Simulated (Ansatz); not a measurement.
Saddle point of C₂H₇N, singlet (C₂H₇N (CCN) → C₂H₄ (C=C) + NH₃; bonds formed: N1–H8; bonds broken: N1–C2, C5–H8), PBE0-D4/def2-TZVP structure:

| atom | x (Å) | y (Å) | z (Å) |
| --- | --- | --- | --- |
| N1 | -1.1907 | 0.0364 | -0.0404 |
| C2 | 0.2585 | -0.5654 | 0.1264 |
| H3 | 0.3261 | -1.3689 | -0.6113 |
| H4 | 0.2776 | -0.9996 | 1.1290 |
| C5 | 1.0919 | 0.6318 | -0.1011 |
| H6 | 1.6611 | 0.9699 | 0.7624 |
| H7 | 1.6993 | 0.6077 | -1.0036 |
| H8 | -0.6315 | 1.0034 | -0.2166 |
| H9 | -1.7165 | -0.3184 | -0.8400 |
| H10 | -1.7757 | 0.0031 | 0.7954 |

Energies are electronic, without zero-point energy. Barriers and step energies count from the start structure reached by relaxing down the imaginary mode; all methods use the PBE0-D4 structures, on which another method's saddle can fall below an end. Ansatz 0.2.0; basis: def2-TZVPP, with def2-QZVPP for the basis limit; cores frozen in the correlated methods. B3LYP uses VWN-RPA correlation. Extrapolation: Hartree–Fock as exp(−7.88 √X), correlation as X^−2.97.

```
      method  barrier (kJ/mol)  step energy (kJ/mol)
       SPW92             256.3                 105.9
      PBE-D4                 ?                  72.8
     BLYP-D4             274.9                  50.7
   r2SCAN-D4             290.0                  74.1
      B97M-V                 ?                  68.5
     PBE0-D4             292.8                  83.2
    B3LYP-D4             293.6                  61.2
  r2SCAN0-D4             303.7                  82.1
    BHLYP-D4             318.4                  71.1
CAM-B3LYP-D4             303.2                  71.4
     wB97X-V             308.8                  80.8
     wB97M-V             298.4                  70.3
      B2PLYP                 ?                  61.8
    PBE-QIDH             306.5                  85.9
  RPA on PBE             303.2                  64.0
          HF             354.4                  56.8
         MP2             299.7                  71.5
        CCSD             314.3                  66.3
     CCSD(T)             303.5                  64.7
```

Fill in the withheld barriers. (Judge from chemistry; the value comes from the calculation.)

Computed: B97M-V 299.5; B2PLYP 298.6; PBE-D4 269.9 kJ/mol. Each is the energy of the saddle less that of the start structure, by the same method.

For comparison, the barrier by CCSD(T) at an estimated basis limit (MP2 extrapolated from triple and quadruple zeta, plus CCSD(T) − MP2 in triple zeta) is 302.3 kJ/mol.

No T1 diagnostic of these runs exceeds 0.014.

For scale, one of the runs: CCSD(T)/def2-TZVPP, 191 basis functions, launched by `ansatz run in.yaml --threads 2 --pin off --events-out ev --progress --plain --max-ram 4352MiB`. The run took 53 s on 2 CPU threads of an Arm Neoverse V1 (shared host), with 2.2 GiB of host memory at its peak.
